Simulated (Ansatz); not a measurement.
Frontier orbitals of `NC[SiH3]`.

```xyz
10

N     1.4342   -0.3145    0.3682
C     0.2652    0.5571    0.3545
Si   -1.0946   -0.1998   -0.7062
H     1.2135   -1.2081    0.7887
H     2.1887    0.0903    0.9081
H     0.5411    1.5098   -0.1104
H    -0.1415    0.8061    1.3478
H    -1.3974   -1.5738   -0.2147
H    -0.6754   -0.2869   -2.1284
H    -2.3337    0.6198   -0.6076
```

Total charge 0; spin multiplicity 1. The structure was optimised at the PBE0-D4/def2-TZVP level. It is one conformer, not always the lowest. Basis def2-TZVPP, Ansatz.

Orbital energies of one run (eV). Highest occupied ones, from the top: -8.41, -10.37, -10.87, -10.96, -12.91, -14.26, -15.08, -16.43, -20.24, -26.26, -100.51, -100.52, -100.53, -145.20. Empty: 1.45, 2.07, 2.58, 2.67, 3.08, 3.49.

**Question.** Which functional gave them?
A. HSE06 (plane-wave form)
B. CAM-B3LYP
C. r2SCAN0
D. PBE

**Answer.** B. HOMO energies: CAM-B3LYP -8.41, PBE -5.49, r2SCAN0 -7.17, HSE06 -6.55 eV.
